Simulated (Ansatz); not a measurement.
**CH4NSi+: an energy map over bond length C1–Si2 and angle H5–C1–Si2**

A grid of calculations on CH4NSi, SMILES C=[Si+]N, charge +1, to see where the energy is lowest and how it rises around there.

Program: Ansatz 0.2.0. Level of theory: RKS PBE0-D4/def2-TZVP. These are calculated values, not measurements.

## Step 1: The system as given

SMILES `C=[Si+]N`, 7 atoms, charge 1, spin multiplicity 1.

Atoms are counted from 1 here; the program's logs count them from 0.

Bond lengths: C1–Si2 1.742 Å, C1–H4 1.111 Å, C1–H5 1.110 Å, Si2–N3 1.665 Å, N3–H6 1.029 Å, N3–H7 1.031 Å. Angles: Si2–C1–H4 116.9°, Si2–C1–H5 117.3°, H4–C1–H5 113.8°, C1–Si2–N3 137.4°, Si2–N3–H6 123.1°, Si2–N3–H7 123.3°, H6–N3–H7 113.5°.

Geometry (Å):

```xyz
7
charge 1, multiplicity 1
C    -1.15694    0.28375   -1.03100
Si   -0.28689    0.09198    0.46617
N     1.25654   -0.31278    0.94348
H    -1.91953   -0.48689   -1.27163
H    -1.45445    1.31404   -1.31811
H     1.54412   -0.36638    1.93018
H     2.01716   -0.52372    0.28090
```

This geometry comes from a loose relaxation at PBE in a small basis, which is not shown.

## Step 2: Geometry optimisation

input.yaml reads:

```yaml
crystal:
  periodic: [false, false, false]
  atoms:
    - { symbol: C, position_ang: [-1.156944, 0.283745, -1.030998] }
    - { symbol: Si, position_ang: [-0.286894, 0.091983, 0.466171] }
    - { symbol: "N", position_ang: [1.256542, -0.312779, 0.943479] }
    - { symbol: H, position_ang: [-1.919531, -0.486894, -1.271628] }
    - { symbol: H, position_ang: [-1.454453, 1.314043, -1.318113] }
    - { symbol: H, position_ang: [1.544122, -0.366381, 1.930182] }
    - { symbol: H, position_ang: [2.017159, -0.523718, 0.280897] }
total_charge: 1
basis:
  gaussian: { orbitals: def2-TZVP }
hamiltonian:
  xc: pbe0
  dispersion: d4
output:
  forces: true
relax:
  f_tol: 0.003
  max_steps: 120
```

Launch:

```console
$ ansatz run input.yaml --threads 1 --pin off --max-ram 2560MiB --backend cpu --events-out ev --progress --plain --runs-dir out
```

The log of the run, shortened:

```text
Warning: RAYON_NUM_THREADS=1 ignored (pool sized by the plan → 1); use --threads N
[...]
Functional definition: PBE0
[...]
779 factors; their error is unknown
[...]
mean field -10455.13691478 eV, -384.2191948719 hartree, gradient 1.7e-5 eV, S^2 0.000000; 0 other end points of the search recorded, 0 dependent functions left out
[...]
reference -10455.13694018 eV, -384.2191958051 hartree; 15, 15 occupied and 108, 108 virtual orbitals, 779 factors
relax step   1: F+E_penalty+E_count = -10455.21420614 eV  Δ(F+E_penalty+E_count) = +0.000e0 eV  max|allowed force component| = 6.931e-1 eV/Å  Δτ_max = 0.0000 Å  (28 SCF iters, accepted)
[...]
relax step   7: F+E_penalty+E_count = -10455.25714779 eV  Δ(F+E_penalty+E_count) = -1.671e-5 eV  max|allowed force component| = 3.748e-3 eV/Å  Δτ_max = 0.0015 Å  (32 SCF iters, accepted)
[...]
relax step   8: F+E_penalty+E_count = -10455.25715248 eV  Δ(F+E_penalty+E_count) = -4.691e-6 eV  max|allowed force component| = 2.934e-3 eV/Å  Δτ_max = 0.0013 Å  (32 SCF iters, accepted)
779 factors; their error is unknown
mean field -10455.17935936 eV, -384.2207546813 hartree, gradient 1.7e-5 eV, S^2 0.000000; 1 other end points of the search recorded, 0 dependent functions left out
[...]
reference -10455.17938460 eV, -384.2207556088 hartree; 15, 15 occupied and 108, 108 virtual orbitals, 779 factors
Total energy: -10455.25717772 eV, -384.2236144535 hartree
Atom 0 at    -1.153303     0.280565    -1.018748 Å, force     0.001109    -0.000157     0.002705 eV/Å
Atom 1 at    -0.269034     0.080646     0.441590 Å, force    -0.000645     0.000318     0.000123 eV/Å
Atom 2 at     1.244638    -0.306476     0.932420 Å, force     0.000925    -0.000804    -0.002934 eV/Å
Atom 3 at    -1.903302    -0.476522    -1.255196 Å, force    -0.000543    -0.000124    -0.000865 eV/Å
Atom 4 at    -1.436076     1.298042    -1.295105 Å, force    -0.000610     0.000349    -0.000747 eV/Å
Atom 5 at     1.517916    -0.356733     1.905895 Å, force    -0.001226     0.000622     0.000999 eV/Å
Atom 6 at     1.999161    -0.519522     0.289134 Å, force     0.000990    -0.000204     0.000719 eV/Å
Dipole moment:     0.151736    -0.036444     0.159562 e Å
```

It took 46 s on 1 thread of Arm Neoverse N1, shared host; peak memory 0.19 GiB.

Relaxation path:

| step | energy from step 1 (eV) | largest force component (eV/Å) |
| --- | --- | --- |
| 1 | 0.0000 | 0.6931 |
| 2 | -0.0358 | 0.3457 |
| 3 | -0.0418 | 0.1074 |
| 4 | -0.0422 | 0.0515 |
| 5 | -0.0427 | 0.0881 |
| 6 | -0.0429 | 0.0157 |
| 7 | -0.0429 | 0.0037 |
| 8 | -0.0429 | 0.0029 |

Close pairs (by a distance rule), those that changed most:

```
  bond  before (Å)  after (Å)  change (Å)
Si2–N3       1.665      1.638      -0.028
C1–Si2       1.742      1.719      -0.023
 C1–H4       1.111      1.092      -0.019
 C1–H5       1.110      1.092      -0.019
 N3–H6       1.029      1.012      -0.017
 N3–H7       1.031      1.014      -0.016
```

## Step 3: Plan of the scan

- bond length C1–Si2: 15 values from 1.478 to 2.406 Å
- angle H5–C1–Si2: 15 values from 92.2 to 142.2 °

Nothing else is relaxed (all other coordinates rigid). Energies count from the relaxed molecule at the same level. Points are written as (first, second).

Below, 3 of the grid's runs; all are launched alike.

## Step 4: Grid point (1.743 Å, 117.2°)

input.yaml reads:

```yaml
crystal:
  periodic: [false, false, false]
  atoms:
    - { symbol: C, position_ang: [-1.153303, 0.280565, -1.018748] }
    - { symbol: Si, position_ang: [-0.256616, 0.077838, 0.462097] }
    - { symbol: "N", position_ang: [1.257056, -0.309284, 0.952927] }
    - { symbol: H, position_ang: [-1.903302, -0.476522, -1.255196] }
    - { symbol: H, position_ang: [-1.436258, 1.2979, -1.295441] }
    - { symbol: H, position_ang: [1.530333, -0.359541, 1.926401] }
    - { symbol: H, position_ang: [2.011579, -0.52233, 0.309641] }
total_charge: 1
basis:
  gaussian: { orbitals: def2-TZVP }
hamiltonian:
  xc: pbe0
  dispersion: d4
output:
  forces: true
```

Launch:

```console
$ ansatz run input.yaml --threads 1 --pin off --max-ram 2560MiB --backend cpu --events-out ev --progress --plain --runs-dir out
```

The log of the run, shortened:

```text
Warning: RAYON_NUM_THREADS=1 ignored (pool sized by the plan → 1); use --threads N
[...]
[... 1 set-up line as earlier in the session ...]
[...]
779 factors; their error is unknown
[...]
mean field -10455.17170551 eV, -384.2204734078 hartree, gradient 1.5e-5 eV, S^2 0.000000; 0 other end points of the search recorded, 0 dependent functions left out
[...]
reference -10455.17173076 eV, -384.2204743356 hartree; 15, 15 occupied and 108, 108 virtual orbitals, 779 factors
Total energy: -10455.24930404 eV, -384.2233251011 hartree
Atom 0 at    -1.153303     0.280565    -1.018748 Å, force     0.362386    -0.085595     0.448111 eV/Å
Atom 1 at    -0.256616     0.077838     0.462097 Å, force    -0.398935     0.095416    -0.455982 eV/Å
Atom 2 at     1.257056    -0.309284     0.952927 Å, force     0.020145    -0.007304    -0.066040 eV/Å
Atom 3 at    -1.903302    -0.476522    -1.255196 Å, force     0.004007    -0.012221     0.030883 eV/Å
Atom 4 at    -1.436258     1.297900    -1.295441 Å, force     0.009916     0.009835     0.031162 eV/Å
Atom 5 at     1.530333    -0.359541     1.926401 Å, force    -0.008441     0.002584     0.005412 eV/Å
Atom 6 at     2.011579    -0.522330     0.309641 Å, force     0.010923    -0.002715     0.006454 eV/Å
Dipole moment:     0.153140    -0.037058     0.149807 e Å
```

It took 4.8 s on 1 thread of Arm Neoverse N1, shared host; peak memory 0.18 GiB.

Energy on the map's scale: 0.18 kcal/mol.

## Step 5: Grid point (1.611 Å, 102.9°)

input.yaml reads:

```yaml
crystal:
  periodic: [false, false, false]
  atoms:
    - { symbol: C, position_ang: [-1.153303, 0.280565, -1.018748] }
    - { symbol: Si, position_ang: [-0.324524, 0.093191, 0.349951] }
    - { symbol: "N", position_ang: [1.189148, -0.293931, 0.84078] }
    - { symbol: H, position_ang: [-1.903302, -0.476522, -1.255196] }
    - { symbol: H, position_ang: [-1.307455, 1.360261, -1.064438] }
    - { symbol: H, position_ang: [1.462426, -0.344188, 1.814255] }
    - { symbol: H, position_ang: [1.943671, -0.506977, 0.197495] }
total_charge: 1
basis:
  gaussian: { orbitals: def2-TZVP }
hamiltonian:
  xc: pbe0
  dispersion: d4
output:
  forces: true
```

Launch:

```console
$ ansatz run input.yaml --threads 1 --pin off --max-ram 2560MiB --backend cpu --events-out ev --progress --plain --runs-dir out
```

The log of the run, shortened:

```text
Warning: RAYON_NUM_THREADS=1 ignored (pool sized by the plan → 1); use --threads N
[...]
[... 1 set-up line as earlier in the session ...]
[...]
779 factors; their error is unknown
[...]
mean field -10454.81395529 eV, -384.2073263296 hartree, gradient 1.2e-5 eV, S^2 0.000000; 0 other end points of the search recorded, 0 dependent functions left out
[...]
reference -10454.81398075 eV, -384.2073272652 hartree; 15, 15 occupied and 108, 108 virtual orbitals, 779 factors
Total energy: -10454.89295160 eV, -384.2102293905 hartree
Atom 0 at    -1.153303     0.280565    -1.018748 Å, force    -1.678404     0.329407    -2.233419 eV/Å
Atom 1 at    -0.324524     0.093191     0.349951 Å, force     2.663041    -1.056117     3.125483 eV/Å
Atom 2 at     1.189148    -0.293931     0.840780 Å, force    -0.058488     0.053949     0.379797 eV/Å
Atom 3 at    -1.903302    -0.476522    -1.255196 Å, force    -0.247757     0.556395    -0.369474 eV/Å
Atom 4 at    -1.307455     1.360261    -1.064438 Å, force    -0.701600     0.072072    -0.855628 eV/Å
Atom 5 at     1.462426    -0.344188     1.814255 Å, force     0.060841     0.007397    -0.019097 eV/Å
Atom 6 at     1.943671    -0.506977     0.197495 Å, force    -0.037633     0.036898    -0.027662 eV/Å
Dipole moment:     0.148080    -0.020222     0.228765 e Å
```

It took 4.8 s on 1 thread of Arm Neoverse N1, shared host; peak memory 0.18 GiB.

Energy on the map's scale: 8.4 kcal/mol.

## Step 6: Point (1.743 Å, 99.3°)

input.yaml reads:

```yaml
crystal:
  periodic: [false, false, false]
  atoms:
    - { symbol: C, position_ang: [-1.153303, 0.280565, -1.018748] }
    - { symbol: Si, position_ang: [-0.256616, 0.077838, 0.462097] }
    - { symbol: "N", position_ang: [1.257056, -0.309284, 0.952927] }
    - { symbol: H, position_ang: [-1.903302, -0.476522, -1.255196] }
    - { symbol: H, position_ang: [-1.273193, 1.365479, -1.005264] }
    - { symbol: H, position_ang: [1.530333, -0.359541, 1.926401] }
    - { symbol: H, position_ang: [2.011579, -0.52233, 0.309641] }
total_charge: 1
basis:
  gaussian: { orbitals: def2-TZVP }
hamiltonian:
  xc: pbe0
  dispersion: d4
output:
  forces: true
```

Launch:

```console
$ ansatz run input.yaml --threads 1 --pin off --max-ram 2560MiB --backend cpu --events-out ev --progress --plain --runs-dir out
```

The log of the run, shortened:

```text
Warning: RAYON_NUM_THREADS=1 ignored (pool sized by the plan → 1); use --threads N
[...]
[... 1 set-up line as earlier in the session ...]
[...]
779 factors; their error is unknown
[...]
mean field -10454.98043014 eV, -384.2134441673 hartree, gradient 1.7e-5 eV, S^2 0.000000; 0 other end points of the search recorded, 0 dependent functions left out
[...]
reference -10454.98045560 eV, -384.2134451029 hartree; 15, 15 occupied and 108, 108 virtual orbitals, 779 factors
Total energy: -10455.05837376 eV, -384.2163085426 hartree
Atom 0 at    -1.153303     0.280565    -1.018748 Å, force     1.083988    -0.204210     1.414934 eV/Å
Atom 1 at    -0.256616     0.077838     0.462097 Å, force    -0.058911    -0.540248    -0.408642 eV/Å
Atom 2 at     1.257056    -0.309284     0.952927 Å, force     0.017771     0.028270     0.087234 eV/Å
Atom 3 at    -1.903302    -0.476522    -1.255196 Å, force    -0.265356     0.562379    -0.209365 eV/Å
Atom 4 at    -1.273193     1.365479    -1.005264 Å, force    -0.820377     0.107417    -0.886081 eV/Å
Atom 5 at     1.530333    -0.359541     1.926401 Å, force     0.033610     0.025991     0.004951 eV/Å
Atom 6 at     2.011579    -0.522330     0.309641 Å, force     0.009276     0.020399    -0.003031 eV/Å
Dipole moment:     0.160381    -0.024837     0.186324 e Å
```

It took 4.7 s on 1 thread of Arm Neoverse N1, shared host; peak memory 0.18 GiB.

That is 4.6 kcal/mol from the zero.

## Step 7: Energy over the grid

225 points were computed. Energies in kcal/mol, from the relaxed molecule at the same level:

| angle H5–C1–Si2 (°) ↓, bond length C1–Si2 (Å) → | 1.478 | 1.545 | 1.611 | 1.677 | 1.743 | 1.810 | 1.876 | 1.942 | 2.009 | 2.075 | 2.141 | 2.208 | 2.274 | 2.340 | 2.406 |
| --- | --- | --- | --- | --- | --- | --- | --- | --- | --- | --- | --- | --- | --- | --- | --- |
| 142.2 | 32.5 | 18.3 | 11.0 | 8.3 | 9.1 | 12.3 | 17.0 | 22.7 | 28.9 | 35.1 | 41.0 | 46.6 | 51.3 | 55.3 | 58.5 |
| 138.6 | 31.1 | 16.7 | 9.1 | 6.2 | 6.8 | 9.8 | 14.4 | 19.9 | 26.1 | 32.2 | 38.2 | 43.7 | 48.6 | 52.7 | 56.1 |
| 135.0 | 30.0 | 15.3 | 7.5 | 4.4 | 4.8 | 7.7 | 12.1 | 17.5 | 23.6 | 29.7 | 35.6 | 41.2 | 46.2 | 50.5 | 54.0 |
| 131.5 | 29.2 | 14.3 | 6.3 | 3.0 | 3.2 | 5.9 | 10.2 | 15.6 | 21.5 | 27.6 | 33.5 | 39.1 | 44.2 | 48.6 | 52.3 |
| 127.9 | 28.7 | 13.6 | 5.3 | 1.9 | 1.9 | 4.5 | 8.6 | 13.9 | 19.7 | 25.7 | 31.7 | 37.3 | 42.4 | 47.0 | 50.8 |
| 124.3 | 28.5 | 13.2 | 4.7 | 1.1 | 1.0 | 3.4 | 7.4 | 12.5 | 18.3 | 24.3 | 30.2 | 35.9 | 41.0 | 45.6 | 49.6 |
| 120.8 | 28.7 | 13.1 | 4.5 | 0.7 | 0.4 | 2.7 | 6.6 | 11.6 | 17.3 | 23.2 | 29.1 | 34.8 | 40.0 | 44.7 | 48.8 |
| 117.2 | 29.1 | 13.4 | 4.6 | 0.6 | 0.2 | 2.3 | 6.1 | 11.0 | 16.6 | 22.5 | 28.3 | 34.0 | 39.2 | 44.0 | 48.2 |
| 113.6 | 29.9 | 14.0 | 5.0 | 0.9 | 0.3 | 2.3 | 6.0 | 10.8 | 16.3 | 22.1 | 27.9 | 33.6 | 38.8 | 43.6 | 47.9 |
| 110.0 | 31.0 | 14.9 | 5.8 | 1.5 | 0.8 | 2.7 | 6.2 | 10.9 | 16.4 | 22.1 | 27.8 | 33.5 | 38.7 | 43.5 | 47.9 |
| 106.5 | 32.4 | 16.2 | 6.9 | 2.5 | 1.7 | 3.4 | 6.9 | 11.4 | 16.8 | 22.4 | 28.1 | 33.7 | 38.9 | 43.8 | 48.1 |
| 102.9 | 34.2 | 17.8 | 8.4 | 3.9 | 2.9 | 4.5 | 7.9 | 12.3 | 17.6 | 23.1 | 28.7 | 34.3 | 39.5 | 44.3 | 48.7 |
| 99.3 | 36.3 | 19.8 | 10.3 | 5.7 | 4.6 | 6.1 | 9.3 | 13.6 | 18.8 | 24.2 | 29.7 | 35.2 | 40.4 | 45.2 | 49.6 |
| 95.8 | 38.8 | 22.2 | 12.5 | 7.8 | 6.6 | 7.9 | 11.0 | 15.3 | 20.3 | 25.6 | 31.0 | 36.4 | 41.5 | 46.3 | 50.7 |
| 92.2 | 41.7 | 25.0 | 15.2 | 10.4 | 9.0 | 10.3 | 13.3 | 17.4 | 22.3 | 27.5 | 32.8 | 38.1 | 43.1 | 47.8 | 52.1 |

On the same grid, largest force on an atom (eV/Å):

```tsv
angle H5–C1–Si2 (°) ↓, bond length C1–Si2 (Å) →	1.478	1.545	1.611	1.677	1.743	1.810	1.876	1.942	2.009	2.075	2.141	2.208	2.274	2.340	2.406
142.2	12.9	8.0	4.6	2.1	1.6	2.6	3.4	3.8	4.1	4.1	4.0	3.8	3.6	3.3	3.0
138.6	12.9	8.0	4.5	2.1	1.4	2.5	3.3	3.8	4.0	4.0	4.0	3.8	3.6	3.3	3.0
135.0	12.9	8.0	4.5	2.0	1.2	2.4	3.2	3.7	3.9	4.0	3.9	3.8	3.6	3.3	3.0
131.5	12.8	7.9	4.4	1.9	1.0	2.3	3.1	3.6	3.9	4.0	3.9	3.8	3.5	3.3	3.1
127.9	12.7	7.8	4.3	1.7	0.9	2.2	3.0	3.5	3.8	3.9	3.9	3.7	3.5	3.3	3.1
124.3	12.5	7.6	4.1	1.6	0.8	2.1	3.0	3.5	3.8	3.9	3.8	3.7	3.5	3.3	3.1
120.8	12.4	7.5	3.9	1.4	0.7	2.0	2.9	3.4	3.7	3.8	3.8	3.7	3.5	3.3	3.1
117.2	12.5	7.5	3.9	1.3	0.6	1.9	2.8	3.4	3.7	3.8	3.8	3.7	3.5	3.3	3.1
113.6	12.6	7.6	4.0	1.4	0.8	2.0	2.8	3.3	3.6	3.8	3.8	3.6	3.5	3.3	3.1
110.0	12.7	7.7	4.1	1.4	1.0	2.3	3.1	3.6	3.8	3.9	3.8	3.7	3.5	3.3	3.1
106.5	12.8	7.8	4.2	1.5	1.3	2.5	3.3	3.8	4.0	4.1	4.1	3.9	3.7	3.5	3.3
102.9	12.9	7.9	4.2	1.6	1.5	2.8	3.6	4.0	4.3	4.4	4.3	4.2	4.0	3.8	3.6
99.3	13.0	7.9	4.3	1.7	1.8	3.0	3.8	4.3	4.5	4.6	4.5	4.4	4.2	4.0	3.8
95.8	13.0	8.0	4.4	1.9	2.0	3.3	4.1	4.5	4.8	4.8	4.8	4.6	4.4	4.2	4.0
92.2	13.1	8.1	4.5	2.0	2.3	3.5	4.3	4.8	5.0	5.0	5.0	4.8	4.6	4.4	4.2
```

## Step 8: What came out

```
                       quantity                                                                          value
                   lowest point                                               (1.743 Å, 117.2°), 0.18 kcal/mol
         highest computed point                              (2.406 Å, 142.2°), 58.3 kcal/mol above the lowest
largest force on an atom (eV/Å)  0.6 at (1.743 Å, 117.2°) to 13.1 at (1.478 Å, 92.2°); 0.6 at the lowest point
        time for the whole task                                                19 min on 1 thread, shared host
```

The lowest computed point is at (1.743 Å, 117.2°), 0.18 kcal/mol from the relaxed molecule at the same level. The grid is coarse, so the lowest point of the scanned range may lie between grid points; coordinates that were held can hide deeper minima. No other kind of well shows on this grid. The highest computed point, (2.406 Å, 142.2°), lies 58.3 kcal/mol above the lowest. Round the minimum the valley is somewhat tilted: raising bond length C1–Si2 shifts the best value of angle H5–C1–Si2 downwards (coupling k₁₂/√(k₁₁k₂₂) about 0.1).
